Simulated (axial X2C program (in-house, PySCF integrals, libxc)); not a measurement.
## Testing model relations on NaS⁻

A bond curve at the PBE0 level, with spin–orbit coupling, was computed with an in-house all-electron X2C program for linear molecules (integrals from PySCF) (basis S dyall-av3z [9s8p3d2f], Na dyall-av3z [10s9p5d2f] (cores contracted in-house)) for the state Ω = 0 (closed shell). Its fit gives Re = 2.4060 Å, ωe = 357.2 cm⁻¹, ωexe = 1.87 cm⁻¹ and αe = 1.627e-03 cm⁻¹; the masses are 31.9721 and 22.9898 u. Two-component means X2C with spin–orbit coupling and atomic mean-field Coulomb and Gaunt terms.

Find the reduced mass, Be and the force constant.

From the PBE0 values: μ = 13.3735 u. Be = 16.8576/(μ Re²) = 0.2178 cm⁻¹. k = 5.8918×10⁻⁷ μ ωe² = 1.01 mdyn/Å.

Give B0, the J = 1←0 line in GHz and the most populated J at 300 K (kT = 208.5 cm⁻¹).

B0 = Be − αe/2 = 0.2169 cm⁻¹; 2B0 = 13.01 GHz; J(max) ≈ √(kT/2B0) − 1/2 = 21.4, so J = 21.

Estimate the centrifugal constant by the Kratzer relation.

D = 4Be³/ωe² = 3.24e-07 cm⁻¹.

A Morse curve ties αe to the other constants (Pekeris). How well does that hold?

αe(Morse) = 6Be²/ωe × (√(ωexe/Be) − 1) = 1.538e-03 cm⁻¹; the PBE0 curve gives 1.627e-03 cm⁻¹, a ratio of 0.95.

Where do the fundamental and the first overtone lie?

ν(1←0) = ωe − 2ωexe = 353.5 cm⁻¹; ν(2←0) = 2ωe − 6ωexe = 703.2 cm⁻¹.

Occupations by symmetry block were frozen at the best pattern of an incomplete PBE0 search. PBE0 can misorder states that lie within some tenths of an eV, so this need not be the ground state of the molecule. The nearest other 2c determinant of the search, Ω = 2, lies 0.31 eV up at the distance of the search. The highest occupied level of some functionals is positive through self-interaction error; at Hartree–Fock it is bound.
